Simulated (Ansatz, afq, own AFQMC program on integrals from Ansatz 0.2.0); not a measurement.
## Atomization energy of CH3N, triplet, worked out

```yaml
atoms:
  - { symbol: N, position_ang: [-0.1361, 0.0000, 0.6653] }
  - { symbol: C, position_ang: [0.1131, 0.0000, -0.6766] }
  - { symbol: H, position_ang: [0.7075, 0.0000, 1.2483] }
  - { symbol: H, position_ang: [-0.0823, 0.9269, -1.2151] }
  - { symbol: H, position_ang: [-0.0823, -0.9269, -1.2151] }
```

Connectivity, by distances: NH–CH2.

Basis cc-pVDZ. Noble-gas cores (and the filled d shells of Ga–Kr and In–Xe) are frozen. Integrals, coupled cluster, full CI and functionals: Ansatz 0.2.0; the random walks run on the same integrals in our own AFQMC program. ph-AFQMC/CISD is guided by a CISD state made of CCSD amplitudes; releasing the constraint for a short imaginary time cuts its bias at the price of noise, slowly where states lie close. Uncertainties: one standard error, sampling alone.

Total energies in eV. CBS is CCSD(T) at the limit of def2-TZVPP/QZVPP (extrapolated itself); the highest rung of each member is named.

Cautions: CH₃N (triplet): lower spins were not checked, the released energies move by 1.5 errors or more from one time to the next, so no released level is given (meV from the phaseless value at times in 1/Eh: -4 ± 4 at 0.24, -9 ± 3 at 0.51, -6 ± 3 at 0.99, -10 ± 3 at 1.62, 1 ± 3 at 2.40).

| member | count | CCSD(T)/cc-pVDZ | highest rung in cc-pVDZ | which | CCSD(T)/CBS |
| --- | --- | --- | --- | --- | --- |
| N (quartet) | +1 | -1482.4355 | -1482.4402 | FCI | -1483.8573 |
| C (triplet) | +1 | -1027.5122 | -1027.5214 | FCI | -1028.3149 |
| H (doublet) | +3 | -13.5861 | -13.5861 | FCI | -13.6059 |
| CH₃N, triplet | -1 | -2565.1476 | -2565.1820 | CCSDT(Q) | -2568.9935 |

Problem. Work out the best estimate of the atomization energy: the CCSD(T)/CBS difference plus the step from CCSD(T) to the highest rung.

Solution. Sums with the counts: CCSD(T)/CBS 16.0036 eV, highest rung 14.4621 eV, CCSD(T)/cc-pVDZ 14.4416 eV. The step is 14.4621 − 14.4416 = 0.0205 eV, so the best estimate is 16.0036 + (0.0205) = 16.0241 eV. The basis set is worth 1.562 eV of it. Zero-point, core-correlation and spin–orbit terms aren't in it.

Best estimates are given only where the step beyond CCSD(T) is under 0.3 eV and no member's determinant is very poor (T1 over 0.05, or 0.07 for open shells, ⟨S²⟩ too high by 0.3, two states mixed), so the hardest cases are missing from such tables.

CCSDT and higher add their correlation energy to the determinant of the CCSD(T) run, since their own runs factorise the integrals more tightly (a shift of under 2 meV). Each member of a difference takes its own highest rung, so a best estimate needn't equal the limit plus the step of one row.
